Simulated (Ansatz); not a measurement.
**How far each method lies from UCCSDT(Q) for F–Al–GaH⁺, doublet**

Geometry: that of the F–Al–GaH, triplet, kept fixed.

```yaml
atoms:
  - { symbol: F, position_ang: [0.0000, -0.3153, 2.6637] }
  - { symbol: Al, position_ang: [0.0000, 0.4048, 1.1780] }
  - { symbol: Ga, position_ang: [0.0000, -0.0787, -1.1444] }
  - { symbol: H, position_ang: [0.0000, 0.5494, -2.5805] }
```

Basis cc-pVDZ; Ansatz 0.2.0. Correlated methods freeze the noble-gas cores and the filled d shells of p-block atoms, which leaves 13 electrons in 44 orbitals. R marks a restricted (for open shells ROHF) determinant, U an unrestricted one. Active spaces: frontier = (9e, 9o) about the gap. No spin–orbit coupling is included, and no scalar relativity.

Full CI isn't at hand for all of this; UCCSDT(Q) serves as the reference, and is uncertain by the last step of the cluster series or more. The frozen core follows each run's orbitals, which can shift R against U totals by a few meV for light atoms and by up to 0.1 eV past Ca.

```
UHF ⟨S²⟩                          : 0.791
T1 diagnostic (RCCSD)             : 0.0254
largest doubles amplitude (RCCSD) : 0.053
T1 diagnostic (UCCSD)             : 0.0228
```

```tsv
level	E − E(UHF) (eV)
UMP2	-7.2977
UCCSD	-7.8895
UCCSD(T)	-8.0508
```

Estimate how far UCCSDT(Q) in cc-pVDZ lies from UCCSD(T). The table doesn't fix it; the size of (T) and the diagnostics are the guide.

UCCSDT(Q) in cc-pVDZ lies 4.2 kJ/mol below UCCSD(T), which is 27 % of the (T) step (-15.6 kJ/mol). The diagnostics give no warning, yet the rest is a sizeable part of (T).

The other levels:

```json
{"level": "UCCSDT", "E − E(UCCSDT(Q)) (kJ/mol)": "1.7", "wall time": "–"}
```

Run but not shown, since their state, orbitals or frozen core can't be matched to the reference's or they repeat it: RHF, RMP2, RCCSD, RCCSD(T), BCCD(T), RCCSDT, RCCSDT(Q), CASSCF (frontier space), MRCISD (frontier space), MRCISD+Q (frontier space).
